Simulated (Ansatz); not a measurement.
Species: C2H6, net charge 1, doublet state. 
Geometry from a B3LYP-D3(BJ)/def2-TZVP (Ansatz, a first-principles code) optimisation:
```
C
H 1 1.0844
C 1 1.4343 2 118.36
H 3 1.0844 1 118.36 2 180.00
H 1 1.1399 2 111.95 3 133.47
H 3 1.1399 4 111.95 1 -133.47
H 1 1.1399 2 111.95 5 93.07
H 3 1.1399 4 111.95 6 -93.07
```
Charge +1, spin multiplicity 2.

Basis-set convergence of Hartree-Fock and CCSD(T) correlation energies (hartree) with Ansatz. Cores are frozen in the correlated levels unless marked. UHF or UKS for open shells. Spin-orbit coupling is left out. Non-relativistic.

| basis | functions | E(HF) | E(corr, CCSD(T)) |
|---|---|---|---|
| cc-pVDZ | - | -78.82033 | -0.33266 |
| cc-pVTZ | 144 | ___ | ___ |

Problem. Complete the blanks.

Solution. 
- cc-pVTZ, E(HF): -78.84408
- cc-pVTZ, E(corr, CCSD(T)): -0.39453
